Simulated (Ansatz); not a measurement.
C3H5ClO can be A, `ClC1CCO1`, or B, `CC1(Cl)CO1`.

Calculated with Ansatz (gas phase, PBE0-D4/def2-TZVP geometries, no zero-point term in ΔE). CBS: MP2 limit from def2 TZ/QZ plus the TZ coupled-cluster correction, frozen cores. DFT in def2-TZVPP. B3LYP here is the variant with VWN-RPA as its local correlation; programs differ in this.

A:

```xyz
10

Cl    0.000    1.147   -2.148
C    -0.480    0.789   -0.448
C    -0.415   -0.692   -0.091
C     0.788   -0.268    0.754
O     0.516    1.122    0.474
H    -1.405    1.343   -0.298
H    -1.274   -1.030    0.488
H    -0.228   -1.371   -0.919
H     0.734   -0.473    1.824
H     1.764   -0.568    0.365
```

B:

Z-matrix (Å, degrees):
```
C
C 1 1.494
H 1 1.091 2 109.4
H 1 1.091 2 110.0 3 -119.6
H 1 1.090 2 110.5 3 120.5
Cl 2 1.775 1 112.4 3 -179.3
C 2 1.455 1 124.4 3 -27.4
O 2 1.388 1 117.7 3 44.1
H 7 1.085 2 118.9 1 -152.3
H 7 1.087 2 119.6 1 2.4
```

**Question.** Which is lower in electronic energy at CCSD(T)/CBS, and by how much? (Best estimate.)

**Answer.** Computed: A, by 0.4 kcal/mol. So small a gap doesn't settle the order.

**Question.** Give E(B) − E(A) in kcal/mol with HF/def2-TZVPP, CCSD/def2-TZVPP, ωB97M-V, B3LYP-D4, CCSD(T)/def2-SVP, CCSD(T)/def2-TZVPP, B2PLYP. (Best estimate.)

**Answer.** Computed: HF/def2-TZVPP 2.2, CCSD/def2-TZVPP 1.1, ωB97M-V 0.6, B3LYP-D4 0.3, CCSD(T)/def2-SVP -0.9, CCSD(T)/def2-TZVPP 0.7, B2PLYP 0.0. The order is the other way round with CCSD(T)/def2-SVP.

**Question.** Does the order hold for the free energy at 298.15 K (harmonic terms from PBE0-D4)? (Estimate.)

**Answer.** The calculation gave: No: G(B) − G(A) = -0.7 kcal/mol.

Largest T1 diagnostic: 0.011.

Leaving LDA and LC-ωPBE aside and taking each functional with its dispersion term where it has one, the values, not all of them listed here, spread over 3.0 kcal/mol, from B97M-V to BHLYP-D4. LDA lies +1.1 kcal/mol from PBE without D4. In def2-TZVPP, CCSD(T) changes the Hartree–Fock value by −1.5 kcal/mol (the triples alone add −0.4 kcal/mol) and MP2 by −3.1 kcal/mol.
